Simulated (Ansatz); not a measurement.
```yaml
crystal:
  periodic: [false, false, false]
  atoms:
    - {symbol: C, position_ang: [-0.260213, -1.652579, 0.552072]}
    - {symbol: C, position_ang: [0.607247, -0.890381, -0.426706]}
    - {symbol: O, position_ang: [0.007335, 0.294121, -0.918469]}
    - {symbol: C, position_ang: [-0.066551, 1.311824, 0.034025]}
    - {symbol: C, position_ang: [-0.512207, 2.543475, -0.609278]}
    - {symbol: N, position_ang: [-0.862785, 3.528934, -1.083025]}
    - {symbol: H, position_ang: [0.217195, -2.602367, 0.803997]}
    - {symbol: H, position_ang: [-1.236421, -1.865685, 0.112115]}
    - {symbol: H, position_ang: [-0.411932, -1.107799, 1.486599]}
    - {symbol: H, position_ang: [1.581138, -0.648890, 0.023906]}
    - {symbol: H, position_ang: [0.796002, -1.495082, -1.315278]}
    - {symbol: H, position_ang: [-0.772980, 1.081931, 0.843467]}
    - {symbol: H, position_ang: [0.914173, 1.502498, 0.496563]}
basis:
  gaussian: {orbitals: def2-SVP, nuclear_model: gaussian}
hamiltonian: {xc: {name: r2SCAN0}}
output: {forces: true}
```

```sh
$ ansatz run in.yaml --threads 4 --pin off --events-out ev --progress --plain --max-ram 10444MiB
```

Output, abridged:

```
Functional definition: r2SCAN0
1218 factors; integrals over basis functions are off by at most 1.3e-3 eV
mean field evaluation 1: about -7780.3852 eV, gradient 5.1e1 eV
mean field evaluation 2: about -7777.2901 eV, gradient 6.4e1 eV
mean field evaluation 4: about -7786.2184 eV, gradient 3.0e0 eV
mean field evaluation 8: about -7786.6227 eV, gradient 5.0e-1 eV
mean field evaluation 16: about -7786.6232 eV, gradient 6.9e-5 eV
mean field -7786.62320484 eV, -286.1531248151 hartree, gradient 2.6e-5 eV, S^2 0.000000; 0 other end points of the search recorded, 0 dependent functions left out
reference -7786.62321215 eV, -286.1531250838 hartree; 23, 23 occupied and 96, 96 virtual orbitals, 1218 factors
Total energy: -7786.62321215 eV, -286.1531250838 hartree
Atom 0 at    -0.260213    -1.652579     0.552072 Å, force     0.132174     0.081431    -0.120093 eV/Å
Atom 1 at     0.607247    -0.890381    -0.426706 Å, force    -0.280858     0.230257    -0.084229 eV/Å
Atom 2 at     0.007335     0.294121    -0.918469 Å, force     0.110657    -0.041820     0.376008 eV/Å
Atom 3 at    -0.066551     1.311824     0.034025 Å, force    -0.015877    -0.241576    -0.396332 eV/Å
Atom 4 at    -0.512207     2.543475    -0.609278 Å, force     0.093295    -0.233237     0.182524 eV/Å
Atom 5 at    -0.862785     3.528934    -1.083025 Å, force    -0.114025     0.311326    -0.175790 eV/Å
Atom 6 at     0.217195    -2.602367     0.803997 Å, force     0.041685    -0.106191     0.034952 eV/Å
Atom 7 at    -1.236421    -1.865685     0.112115 Å, force    -0.122714    -0.017136    -0.055440 eV/Å
Atom 8 at    -0.411932    -1.107799     1.486599 Å, force    -0.027405     0.059136     0.116624 eV/Å
Atom 9 at     1.581138    -0.648890     0.023906 Å, force     0.122328     0.017605     0.044818 eV/Å
Atom 10 at     0.796002    -1.495082    -1.315278 Å, force     0.039143    -0.088409    -0.092270 eV/Å
Atom 11 at    -0.772980     1.081931     0.843467 Å, force    -0.075623    -0.007589     0.103962 eV/Å
Atom 12 at     0.914173     1.502498     0.496563 Å, force     0.097219     0.036201     0.065266 eV/Å
Dipole moment:     0.327634    -0.781591     0.591166 e Å
```

It took 2.6 s on 4 threads of an Arm Neoverse V2 on a shared host, with 0.51 GiB of host memory at the peak.
